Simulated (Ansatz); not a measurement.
Z-matrix (Å, degrees):
```
C
C 1 1.3850
H 2 1.0873 1 128.47
H 1 1.0873 2 128.47 3 0.02
C 1 1.4169 4 125.46 2 -180.00
O 5 1.3559 1 110.79 4 179.99
C 6 1.3559 5 106.27 1 0.01
H 5 1.0895 6 116.29 7 -180.00
H 7 1.0895 6 116.29 5 180.00
```
Charge +1, spin multiplicity 2.

Method: Ansatz (a first-principles code) with frozen-core CCSD(T)/cc-pVTZ // PBE-D3(BJ)/def2-TZVP.

| Quantity | Result |
|---|---|
| HF energy | -228.43617 Ha |
| MP2 correlation energy | -0.80891 Ha |

Task: Estimate the CCSD correlation energy, the (T) correction, the total energy and the T1 diagnostic.

Result: 
```
Quantity                        Result
-----------------------  -------------
CCSD correlation energy    -0.83554 Ha
(T) correction             -0.04113 Ha
CCSD(T) total energy     -229.31283 Ha
T1 diagnostic                    0.020
```
